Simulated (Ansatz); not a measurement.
# B2H (doublet): the correlation ladder at distance B1–B2 = 2.092 Å, cc-pVTZ

How much of the correlation energy of B2H (doublet) does each wave-function method recover here?

The runs use Ansatz 0.2.0, Gaussian basis; cc-pVTZ, core rule «outside noble gas», up to 2 orbitals frozen.

The runs, in order: UHF; CCSD(T) on ROHF; CCSD(T) on UHF; BCCD(T) on ROHF; CCSDT(Q) on ROHF; CCSDT(Q) on UHF; CASSCF and MRCISD+Q, 3 electrons in 3 orbitals; CASSCF and NEVPT2, 3 electrons in 3 orbitals; CASSCF and MRCISD+Q, 7 electrons in 9 orbitals; CASSCF and NEVPT2, 7 electrons in 9 orbitals.

## Step 1: The geometry

The geometry derives from a PBE0/def2-TZVP stationary point (not a proven minimum). One bond is set to the value named and the two fragments are kept rigid.

3 atoms, charge 0, spin multiplicity 2.

Atoms are counted from 1 here; the program's logs count them from 0.

Bond lengths: B1–H3 1.177 Å.

## Step 2: UHF

File in.yaml:

```yaml
crystal:
  periodic: [false, false, false]
  atoms:
    - {symbol: B, position_ang: [0.000000, 0.000000, 0.304852]}
    - {symbol: B, position_ang: [0.000000, 0.000000, -1.787148]}
    - {symbol: H, position_ang: [0.000000, 0.000000, 1.482296]}
basis:
  gaussian: {orbitals: cc-pVTZ}
magnetization: {spin_polarized: true, initial_magnetization: 1}
hamiltonian: {xc: hf}
output: {orbitals: {seedname: orbitals}}
```

Launch:

```sh
ansatz run in.yaml --threads 1 --pin off --events-out ev --progress --plain --max-ram 2816MiB --backend cpu
```

After this run come: CCSD(T) on ROHF; CCSD(T) on UHF; BCCD(T) on ROHF; CCSDT(Q) on ROHF; CCSDT(Q) on UHF; CASSCF and MRCISD+Q, 3 electrons in 3 orbitals; CASSCF and NEVPT2, 3 electrons in 3 orbitals; CASSCF and MRCISD+Q, 7 electrons in 9 orbitals; CASSCF and NEVPT2, 7 electrons in 9 orbitals.

Before running them: what should the planned runs give, taken together? Wanted: RCCSDT(Q) from the RHF energy; RMP2 from RCCSDT(Q); UMP2 from RCCSDT(Q); RCCSD from RCCSDT(Q); RCCSD(T) from RCCSDT(Q); UCCSD(T) from RCCSDT(Q); UCCSDT(Q) from RCCSDT(Q); NEVPT2 pair from RCCSDT(Q); NEVPT2 valence from RCCSDT(Q).

As calculated:

```
                         quantity                                        value
    RCCSDT(Q) from the ROHF energy                                   -5.1674 eV
              RMP2 from RCCSDT(Q)                              +29.65 kcal/mol
              UMP2 from RCCSDT(Q)                              +34.80 kcal/mol
             RCCSD from RCCSDT(Q)                               +6.38 kcal/mol
          RCCSD(T) from RCCSDT(Q)                               +1.52 kcal/mol
          UCCSD(T) from RCCSDT(Q)                               +1.81 kcal/mol
         UCCSDT(Q) from RCCSDT(Q)                               -0.01 kcal/mol
       NEVPT2 pair from RCCSDT(Q)                              +28.61 kcal/mol
    NEVPT2 valence from RCCSDT(Q)                              +15.50 kcal/mol
  MRCISD+Q valence from RCCSDT(Q)                               +0.58 kcal/mol
levels within 1 kcal/mol (43 meV)  RCCSDT, UCCSDT, UCCSDT(Q), MRCISD+Q valence
                    T1 diagnostic                                        0.031
   effectively unpaired electrons                                         1.15
```

In words: RCCSD(T) lands +1.52 kcal/mol from the yardstick (1.3 % of the correlation energy). One determinant dominates. Of the multireference levels listed MRCISD+Q valence comes nearest in total energy (+0.58 kcal/mol), which doesn't show that its space is the better one. These misses are within one basis, not against nature; the frozen cores of restricted and unrestricted runs differ, which can shift their rows.
